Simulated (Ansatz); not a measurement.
# CH3FO3: one species, many methods

An exercise on one series of results from a longer session: the logs are not shown, and one member is left open.

The runs use Ansatz 0.2.0, Gaussian basis; functionals in def2-TZVPP, the program's frozen cores in correlated methods.

Levels to be run: LDA (SPW92), PBE-D4, revPBE-D4, BLYP-D4, r2SCAN-D4, B97M-V, PBE0-D4, B3LYP-D4, r2SCANh-D4, r2SCAN0-D4, HSE06-D4, BHLYP-D4, CAM-B3LYP-D4, LC-ωPBE, ωB97X-V, ωB97M-V, B2PLYP, PBE-QIDH; CCSD(T)/def2-SVP; CCSD(T)/def2-TZVPP; MP2/def2-QZVPP; extrapolation to the limit; RPA on PBE.

### Structure used throughout

All runs share one geometry, relaxed beforehand with PBE0-D4 in a triple-zeta def2 set.

SMILES `OC(O)(O)F`, 8 atoms, charge 0, spin multiplicity 1.

Atoms are counted from 1 here; the program's logs count them from 0.

Bond lengths: O1–C2 1.361 Å, O1–H6 0.963 Å, C2–O3 1.361 Å, C2–O4 1.384 Å, C2–F5 1.366 Å, O3–H7 0.963 Å, O4–H8 0.963 Å. Angles: C2–O1–H6 107.2°, O1–C2–O3 105.9°, O1–C2–O4 113.5°, O1–C2–F5 110.3°, O3–C2–O4 113.5°, O3–C2–F5 110.3°, O4–C2–F5 103.4°, C2–O3–H7 107.2°, C2–O4–H8 106.7°.

Set-up of the first run:

in.yaml reads:

```yaml
crystal:
  periodic: [false, false, false]
  atoms:
    - {symbol: O, position_ang: [-0.739824, 0.924757, 0.670691]}
    - {symbol: C, position_ang: [0.088584, 0.173936, -0.105786]}
    - {symbol: O, position_ang: [1.244300, 0.042164, 0.601237]}
    - {symbol: O, position_ang: [-0.462708, -1.034911, -0.492324]}
    - {symbol: F, position_ang: [0.328027, 0.805624, -1.293413]}
    - {symbol: H, position_ang: [-1.563038, 1.035745, 0.183871]}
    - {symbol: H, position_ang: [1.848393, -0.480852, 0.064096]}
    - {symbol: H, position_ang: [-0.651534, -1.523665, 0.315828]}
basis:
  gaussian: {orbitals: def2-TZVPP}
hamiltonian: {xc: lda}
output: {orbitals: {seedname: orbitals}}
```

Launch:

```console
$ ansatz run in.yaml --threads 2 --pin off --events-out ev --progress --plain --max-ram 4352MiB
```

Steps of the session up to this table: LDA; PBE-D4 (GGA); revPBE-D4 (GGA); BLYP-D4 (GGA); r2SCAN-D4 (meta-GGA); B97M-V (meta-GGA); B3LYP-D4 (hybrid); r2SCANh-D4 (hybrid); r2SCAN0-D4 (hybrid); HSE06-D4 (hybrid); BHLYP-D4 (hybrid); CAM-B3LYP-D4 (range-separated); LC-ωPBE (range-separated); ωB97X-V (range-separated); ωB97M-V (range-separated); B2PLYP (double hybrid); PBE-QIDH (double hybrid).

One table of the session follows, with a row left open; its other results are not shown here.

It belongs to the step «Orbital energies across the functionals». 

```
  functional  HOMO (eV)  LUMO (eV)  gap (eV)
 LDA (SPW92)      -7.34      -0.37      6.97
      PBE-D4      -7.13      -0.23      6.89
   revPBE-D4      -7.05      -0.17      6.88
     BLYP-D4      -7.07      -0.34      6.74
   r2SCAN-D4      -7.57       0.55      8.12
      B97M-V      -7.71       0.05      7.76
     PBE0-D4      -9.01       0.65      9.66
    B3LYP-D4      -8.75       0.21      8.96
  r2SCANh-D4      -8.27       0.80      9.08
  r2SCAN0-D4      -9.33       1.17     10.50
    HSE06-D4      -8.60       0.28      8.88
    BHLYP-D4     -10.88       1.21     12.09
CAM-B3LYP-D4          ?          ?         ?
     LC-ωPBE     -11.93       2.74     14.67
     ωB97X-V     -11.58       2.54     14.12
     ωB97M-V     -11.52       2.04     13.56
```

Q: Estimate the row for CAM-B3LYP-D4 from the others.

**Answer.** HOMO (eV): -10.59; LUMO (eV): 1.34; gap (eV): 11.92. In the column «HOMO (eV)» it lies between BHLYP-D4 (-10.88) and r2SCAN0-D4 (-9.33).
